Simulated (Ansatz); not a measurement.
System: body-centred tetragonal In. Method: LDA (Ansatz, a quantum-chemistry and plane-wave program, PAW).

Settings: plane-wave cutoff 520 eV, 24×24×24 k mesh, Fermi–Dirac smearing 0.05 eV, scalar-relativistic PAW data made under PBE.

The volume scan:

```tsv
V (Å³/atom)	E − E_lowest (meV/atom)
23.609	6.70
24.101	1.62
24.593	0.00
25.085	1.45
25.576	5.61
```

Task: What bulk modulus B0 and pressure derivative B′ does a third-order Birch–Murnaghan fit give?

Result: V0 = 24.596 Å³/atom, B0 = 49.8 GPa, B′ = 5.2 (fit to the energies at full precision).

Shape and atoms are relaxed at each volume.

Measured, for comparison: bulk modulus 44.7 GPa (copied from a table, unchecked, extrapolated to 0 K and zero-point effects removed; as tabulated in Lejaeghere et al. (2013), arXiv:1204.2733). Computed (rounded) less measured: bulk modulus not scored (unchecked).

Note: the bulk modulus comes from volumes at which shape and atoms were relaxed.

Spin–orbit coupling is not included.

Computed values are for the static lattice.

It cost around 9 core-minutes (rough) of CPU time.
